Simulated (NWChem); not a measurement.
System: formaldehyde (CH2O); SMILES C=O

Results from NWChem. Pople sets run with spherical d functions. The geometry was optimised at PBE0/def2-SVP. B3LYP is NWChem's, with the RPA form of VWN correlation. Total energies compare along this basis series because the functional is fixed.

```tsv
level	basis functions	energy (Ha)	highest occupied level (eV)	orbital gap (eV)	dipole (D)
B3LYP/STO-3G	12	-112.9518	-4.55	6.48	1.28
B3LYP/3-21G	22	-113.8597	-7.04	6.18	1.99
B3LYP/6-31G*	32	-114.4980	-7.29	6.23	2.13
B3LYP/6-31+G*	40	-114.5067	-7.66	6.03	2.44
B3LYP/def2-SVP	38	-114.4155	-7.37	6.13	2.11
B3LYP/def2-SVPD	59	-114.4266	-7.69	5.99	2.39
B3LYP/def2-TZVP	74	-114.5541	-7.62	6.03	2.30
B3LYP/6-311++G**	58	-114.5417	-7.67	5.95	2.42
B3LYP/aug-cc-pVTZ	138	-114.5519	-7.66	5.94	2.35
```
